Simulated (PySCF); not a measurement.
AlCl3, SMILES [Cl][Al]([Cl])[Cl]. Geometry optimised at PBE-D3(BJ)/def2-SVP. The isomer is the one that the SMILES or the coordinates give; other isomers of the formula were not compared.

Computed equilibrium geometry at PBE-D3(BJ)/def2-SVP (PySCF confirms it by a frequency run) as Cartesian coordinates in Å, and its point group:
point group D3h.
```xyz
4

Al     0.0000     0.0000     0.0000
Cl     2.0924     0.0000     0.0000
Cl    -1.0462    -1.8120     0.0000
Cl    -1.0462     1.8120     0.0000
```
Charge 0, spin multiplicity 1.
